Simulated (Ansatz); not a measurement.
# BH3 (triplet): wave-function methods side by side at distance B1–H3 = 3.153 Å, cc-pVDZ

How much of the correlation energy of BH3 (triplet) does each wave-function method recover here?

Program: Ansatz 0.2.0, Gaussian basis. Level of theory: cc-pVDZ, core rule «outside noble gas», up to 1 orbitals frozen. These are calculated values, not measurements.

To be run: UHF; CCSD(T) on ROHF; CCSD(T) on UHF; BCCD(T) on ROHF; CISD; CCSDT(Q) on ROHF; CCSDT(Q) on UHF; CASSCF and MRCISD+Q, 4 electrons in 4 orbitals; CASSCF and NEVPT2, 4 electrons in 4 orbitals; CASSCF and MRCISD+Q, 6 electrons in 7 orbitals; CASSCF and NEVPT2, 6 electrons in 7 orbitals; Full CI.

16 further runs of the same task are left out: 15 that didn't finish, 1 set aside as unsound or not needed.

**1. What is computed**

The geometry derives from a PBE0/def2-TZVP stationary point (not a proven minimum). One bond is set to the value named and the two fragments are kept rigid.

4 atoms, charge 0, spin multiplicity 3.

Atoms are counted from 1 here; the program's logs count them from 0.

Bond lengths: B1–H2 1.281 Å, B1–H4 1.281 Å. Angles: H2–B1–H4 49.8°.

**2. UHF**

Input file in.yaml:

```yaml
crystal:
  periodic: [false, false, false]
  atoms:
    - {symbol: B, position_ang: [-0.202369, 0.000016, -0.024419]}
    - {symbol: H, position_ang: [0.223941, 0.539094, -1.105358]}
    - {symbol: H, position_ang: [1.722774, -0.000135, 2.472626]}
    - {symbol: H, position_ang: [0.223858, -0.539127, -1.105359]}
basis:
  gaussian: {orbitals: cc-pVDZ}
magnetization: {spin_polarized: true, initial_magnetization: 2}
hamiltonian: {xc: hf}
output: {orbitals: {seedname: orbitals}}
```

Command:

```sh
$ ansatz run in.yaml --threads 1 --pin off --events-out ev --progress --plain --max-ram 2393MiB
```

After this run come: CCSD(T) on ROHF; CCSD(T) on UHF; BCCD(T) on ROHF; CISD; CCSDT(Q) on ROHF; CCSDT(Q) on UHF; CASSCF and MRCISD+Q, 4 electrons in 4 orbitals; CASSCF and NEVPT2, 4 electrons in 4 orbitals; CASSCF and MRCISD+Q, 6 electrons in 7 orbitals; CASSCF and NEVPT2, 6 electrons in 7 orbitals; Full CI.

Q: Predict the results of all the runs planned. Wanted: FCI below the RHF energy; RMP2 from FCI; UMP2 from FCI; RCCSD from FCI; RCCSD(T) from FCI; UCCSD(T) from FCI; RCCSDT(Q) from FCI; UCCSDT(Q) from FCI; NEVPT2 pair from FCI.

The runs gave:

```
                         quantity                                                                                               value
         FCI below the RHF energy                                                                                          -3.0731 eV
                    RMP2 from FCI                                                                                        +84.2 kJ/mol
                    UMP2 from FCI                                                                                        +84.8 kJ/mol
                   RCCSD from FCI                                                                                        +10.0 kJ/mol
                RCCSD(T) from FCI                                                                                         +2.7 kJ/mol
                UCCSD(T) from FCI                                                                                         +2.7 kJ/mol
               RCCSDT(Q) from FCI                                                                                         +0.1 kJ/mol
               UCCSDT(Q) from FCI                                                                                          0.0 kJ/mol
             NEVPT2 pair from FCI                                                                                        +66.1 kJ/mol
           MRCISD+Q pair from FCI                                                                                         -0.2 kJ/mol
          NEVPT2 valence from FCI                                                                                        +39.0 kJ/mol
levels within 1 kcal/mol (43 meV)  RCCSD(T), UCCSD(T), BCCD(T), RCCSDT, UCCSDT, RCCSDT(Q), UCCSDT(Q), MRCISD+Q pair, MRCISD+Q valence
                    T1 diagnostic                                                                                               0.025
   effectively unpaired electrons                                                                                                2.13
```

What this shows: RCCSD(T) misses by +2.7 kJ/mol, 0.9 % of the correlation energy. MRCISD+Q pair falls below full CI: the +Q correction isn't variational, and the cores differ from full CI's. One determinant dominates. Of the multireference levels listed MRCISD+Q valence comes nearest in total energy (-0.1 kJ/mol), which doesn't show that its space is the better one. Coupled cluster took another determinant than the lowest Hartree-Fock one. These misses are within one basis, not against nature; the frozen cores of restricted and unrestricted runs differ, which can shift their rows.
